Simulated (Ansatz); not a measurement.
Basis-set extrapolation for C₃H₁₀N₂, SMILES `CNC(C)N` (PBE0-D4/def2-TZVP geometry, frozen core, Ansatz 0.2.0). Multiplicity 1, RHF reference.

|  | def2-TZVPP | def2-QZVPP |
| --- | --- | --- |
| HF | -228.402407 | -228.413715 |
| MP2 correlation | -0.960907 | -1.024505 |
| CCSD(T) correlation | -1.047355 | not run |

Energies in hartree. Use E(X) = E(∞) + A·exp(−7.88·√X) for Hartree–Fock and E(X) = E(∞) + B·X^(−2.97) for correlation, with X = 3 and 4, and add CCSD(T) minus MP2 of the smaller set to the MP2 limit.

What is the CCSD(T) energy at the basis-set limit?

HF limit: -228.413715 + (-0.011308) × 0.13774 = -228.41527. MP2 limit: -1.024505 + (-0.063598) × 0.74074 = -1.07161. Higher-order term: -1.047355 − (-0.960907) = -0.08645. Total: -229.57333 hartree, 77.5 kcal/mol below CCSD(T)/def2-TZVPP.
